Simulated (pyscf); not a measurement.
•H₂C–C(=CH₂)–Br -> H₂C=C=CH₂ + Br•, a bond scission (doublet surface; Br–C broken, none formed). Optimised with ωB97X-D3(BJ)/def2-SVP in PySCF. Energies in kcal/mol from the reactant's lowest minimum found.

GFN2-xTB: tblite. Open shells are spin-unrestricted. 

Question: Quick GFN2-xTB single points give ΔE‡ = 15.8 kcal/mol and ΔE = +16.9 kcal/mol. What does ωB97M-D3(BJ)/def2-TZVP give, and how far is the quick result from it?

Answer: ωB97M-D3(BJ)/def2-TZVP gives ΔE‡ = 22.8 kcal/mol and ΔE = +26.7 kcal/mol. GFN2-xTB lies 7.1 kcal/mol under it in the barrier and 9.8 kcal/mol under it in the reaction energy, so on this step it does not hold to within 3.0 kcal/mol. ωB97M-D3(BJ)/def2-TZVP has limits of its own. On the product side the descent ends in what is likely a three-electron adduct, which functionals tend to overbind, 8.9 kcal/mol under the separated species and 2.2 kcal/mol under the saddle at ωB97X-D3(BJ)/def2-TZVP. At ωB97M-D3(BJ) the saddle lies under the separated products, which points to a path from their complex (located at ωB97X-D3(BJ) alone), and parting the products costs more than the saddle. At ωB97X-D3(BJ) the barrier from the zero used here is 25.8 kcal/mol. One saddle was located; it need not be the lowest between these sides. Left out: the spin-orbit lowering of Br, which is large for Br, Se, Te and I. In the def2 sets elements up to Kr have no core potential.
